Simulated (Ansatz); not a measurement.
Input file:

```yaml
crystal:
  periodic: [false, false, false]
  atoms:
    - {symbol: C, position_ang: [0.000000, 0.000000, 0.000000]}
    - {symbol: F, position_ang: [0.000000, 0.000000, 3.500000]}
basis:
  gaussian: {orbitals: 6-31G}
magnetization: {spin_polarized: false, initial_magnetization: 3}
correlation: {method: fci, electrons: outside_noble_gas}
```

```sh
$ ansatz run in.yaml --threads 1 --pin off --events-out ev --progress --plain --max-ram 2393MiB
```

Log:

```
313 factors; integrals over basis functions are off by at most 3.6e-8 eV
mean field evaluation 1: about -3728.4252 eV, gradient 8.7e0 eV
mean field evaluation 2: about -3728.4252 eV, gradient 8.7e0 eV
mean field evaluation 4: about -3728.9795 eV, gradient 9.3e-1 eV
mean field evaluation 8: about -3728.9831 eV, gradient 4.6e-4 eV
mean field evaluation 16: about -3728.9732 eV, gradient 5.3e-3 eV
mean field evaluation 32: about -3727.9652 eV, gradient 1.0e1 eV
mean field evaluation 64: about -3728.9830 eV, gradient 4.5e-2 eV
mean field evaluation 96: about -3728.9769 eV, gradient 1.1e-1 eV
mean field evaluation 128: about -3728.9696 eV, gradient 2.4e-1 eV
mean field evaluation 160: about -3728.9610 eV, gradient 1.5e-6 eV
mean field evaluation 192: about -3728.9639 eV, gradient 9.2e-2 eV
mean field evaluation 224: about -3728.9600 eV, gradient 3.1e-1 eV
mean field evaluation 256: about -3728.9717 eV, gradient 1.7e-1 eV
mean field evaluation 288: about -3728.9732 eV, gradient 7.0e-7 eV
mean field -3728.98311303 eV, -137.0376018082 hartree, gradient 3.7e-6 eV, S^2 3.750000; 19 other end points of the search recorded, 0 dependent functions left out
mean field evaluation 320: about -3729.0261 eV, gradient 1.1e-1 eV
mean field evaluation 352: about -3729.0135 eV, gradient 6.5e-1 eV
mean field evaluation 384: about -3729.0172 eV, gradient 2.8e-2 eV
mean field evaluation 416: about -3729.0105 eV, gradient 3.5e-1 eV
determinant -3728.98311303 eV, -137.0376018082 hartree, with singles and doubles -3732.35255950 eV, -137.1614266821 hartree
determinant -3728.97315476 eV, -137.0372358486 hartree, with singles and doubles -3732.34080766 eV, -137.1609948100 hartree
determinant -3728.98311303 eV, -137.0376018082 hartree, with singles and doubles -3732.35260606 eV, -137.1614283933 hartree
determinant -3728.97315476 eV, -137.0372358486 hartree, with singles and doubles -3732.34083872 eV, -137.1609959516 hartree
2 core orbitals not correlated: weight in the atoms' cores, before any rotation towards them, 1.000 or more for the frozen orbitals, at most 0.000 for the correlated occupied ones
reference -3728.98311303 eV, -137.0376018082 hartree; 7, 4 occupied and 9, 12 virtual orbitals, 313 factors
state -3732.38397235 eV, -137.1625810833 hartree
Total energy: -3732.38397235 eV, -137.1625810833 hartree
```

Natural occupations: 1.9919 1.9862 1.9459 1.8405 1.1404 0.9958 0.8559 0.1822 0.0134 0.0125 0.0086 0.0080 0.0070 0.0055 0.0048 0.0014.

Ran on 1 thread of Arm Neoverse V2, shared host: 3.2 min wall, 1.4 GiB peak host memory.
